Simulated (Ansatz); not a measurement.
**CH₅AlN+ (SMILES N[CH+][AlH2]): single points off equilibrium**

A test off equilibrium: a structure displaced at random from a GFN2-xTB minimum is computed at several levels, and each is set against CCSD(T).

Program: Ansatz 0.2.0, Gaussian basis. Level of theory: single points in def2-TZVPP. These are calculated values, not measurements.

Cores are frozen in the correlated methods.

## 1. The starting structure

SMILES `N[CH+][AlH2]`, 8 atoms, charge 1, spin multiplicity 1.

Atoms are counted from 1 here; the program's logs count them from 0.

Bond lengths: N1–C2 1.286 Å, N1–H4 1.064 Å, N1–H5 1.059 Å, C2–Al3 2.137 Å, C2–H6 1.028 Å, Al3–H7 1.601 Å, Al3–H8 1.470 Å. Angles: C2–N1–H4 124.8°, C2–N1–H5 126.2°, H4–N1–H5 108.7°, N1–C2–Al3 108.9°, N1–C2–H6 117.9°, Al3–C2–H6 133.2°, C2–Al3–H7 103.7°, C2–Al3–H8 131.7°, H7–Al3–H8 124.5°.

Geometry (Å):

```
atom     x (Å)     y (Å)     z (Å)
  N1  -0.54020   0.95240  -0.69480
  C2  -0.40820   0.59640   0.53400
 Al3   0.61070  -1.28090   0.60360
  H4  -0.16830   0.40590  -1.52850
  H5  -0.93650   1.87160  -1.04140
  H6  -0.81030   1.20620   1.25690
  H7   0.86720  -1.62980  -0.93740
  H8   1.09090  -2.09110   1.73240
```

## 2. CCSD(T)/def2-TZVPP

run/in.yaml reads:

```yaml
crystal:
  periodic: [false, false, false]
  atoms:
    - {symbol: N, position_ang: [-0.540200, 0.952400, -0.694800]}
    - {symbol: C, position_ang: [-0.408200, 0.596400, 0.534000]}
    - {symbol: Al, position_ang: [0.610700, -1.280900, 0.603600]}
    - {symbol: H, position_ang: [-0.168300, 0.405900, -1.528500]}
    - {symbol: H, position_ang: [-0.936500, 1.871600, -1.041400]}
    - {symbol: H, position_ang: [-0.810300, 1.206200, 1.256900]}
    - {symbol: H, position_ang: [0.867200, -1.629800, -0.937400]}
    - {symbol: H, position_ang: [1.090900, -2.091100, 1.732400]}
basis:
  gaussian: {orbitals: def2-TZVPP}
total_charge: 1
correlation: {method: ccsd_t}
output: {forces: true}
```

The command line of these runs was not kept.

## 3. PBE0-D4/def2-TZVPP

run/in.yaml: that of step 2 with these lines changed.

```diff
@@ -14,3 +14,3 @@
 total_charge: 1
-correlation: {method: ccsd_t}
-output: {forces: true}
+hamiltonian: {xc: pbe0, dispersion: d4}
+output: {forces: true, orbitals: {seedname: orbitals}}
```

## 4. wB97M-V/def2-TZVPP

run/in.yaml: that of step 3 with these lines changed.

```diff
@@ -14,3 +14,3 @@
 total_charge: 1
-hamiltonian: {xc: pbe0, dispersion: d4}
-output: {forces: true, orbitals: {seedname: orbitals}}
+hamiltonian: {xc: {name: wB97M-V}}
+output: {forces: true}
```

## 5. r2SCAN-D4/def2-TZVPP

run/in.yaml: that of step 4 with these lines changed.

```diff
@@ -14,3 +14,3 @@
 total_charge: 1
-hamiltonian: {xc: {name: wB97M-V}}
+hamiltonian: {xc: r2scan, dispersion: d4}
 output: {forces: true}
```

## 6. PBE-D4/def2-TZVPP

run/in.yaml: that of step 5 with these lines changed.

```diff
@@ -14,3 +14,3 @@
 total_charge: 1
-hamiltonian: {xc: r2scan, dispersion: d4}
+hamiltonian: {xc: pbe, dispersion: d4}
 output: {forces: true}
```

## 7. CAM-B3LYP-D4/def2-TZVPP

run/in.yaml: that of step 6 with these lines changed.

```diff
@@ -14,3 +14,3 @@
 total_charge: 1
-hamiltonian: {xc: pbe, dispersion: d4}
+hamiltonian: {xc: {name: CAM-B3LYP}, dispersion: d4}
 output: {forces: true}
```

## 8. SPW92/def2-TZVPP

run/in.yaml: that of step 7 with these lines changed.

```diff
@@ -14,3 +14,3 @@
 total_charge: 1
-hamiltonian: {xc: {name: CAM-B3LYP}, dispersion: d4}
+hamiltonian: {xc: lda}
 output: {forces: true}
```

(Steps that only read results are left out.)

Before running it: what results should come out? Wanted: energy less free atoms, CCSD(T)/def2-TZVPP; RMS force component; RMS force error; HOMO and LUMO, PBE0-D4; T1 diagnostic.

As calculated:

| quantity | value |
| --- | --- |
| energy less free atoms, CCSD(T)/def2-TZVPP | -18.495 eV |
| RMS force component | 1.231 to 1.284 eV/Å over the methods |
| RMS force error | PBE0-D4 0.264, wB97M-V 0.201, r2SCAN-D4 0.195, PBE-D4 0.229, CAM-B3LYP-D4 0.268, SPW92 0.464 eV/Å |
| HOMO and LUMO, PBE0-D4 | -13.50 and -8.00 eV |
| T1 diagnostic | 0.015 |

What this shows: Against CCSD(T) the functionals' energies less atoms differ by -4.129 to -0.536 eV, PBE-D4 by -1.040 eV. A larger basis would deepen the CCSD(T) value, while the functionals are nearly converged already, so the order here is not reliable. On forces the order runs from r2SCAN-D4 to SPW92. Frozen-core CCSD(T) forces in triple zeta carry basis errors of their own, and this is one geometry, so small gaps rank nothing.
